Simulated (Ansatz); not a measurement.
Basis-set extrapolation for `CO/C=C/Cl` (PBE0-D4/def2-TZVP geometry, frozen core, the Gaussian-basis code of Ansatz). Multiplicity 1, RHF reference.

|  | def2-TZVPP | def2-QZVPP |
| --- | --- | --- |
| HF | -650.921206 | -650.942863 |
| MP2 correlation | -0.917004 | -0.987162 |
| CCSD(T) correlation | -1.000078 | not run |

Energies in hartree. Use E(X) = E(∞) + A·exp(−7.88·√X) for Hartree–Fock and E(X) = E(∞) + B·X^(−2.97) for correlation, with X = 3 and 4, and add CCSD(T) minus MP2 of the smaller set to the MP2 limit.

Problem. What is the CCSD(T) energy at the basis-set limit?

Solution. HF limit: -650.942863 + (-0.021657) × 0.13774 = -650.94585. MP2 limit: -0.987162 + (-0.070158) × 0.74074 = -1.03913. Higher-order term: -1.000078 − (-0.917004) = -0.08307. Total: -652.06805 hartree, 385.3 kJ/mol below CCSD(T)/def2-TZVPP.
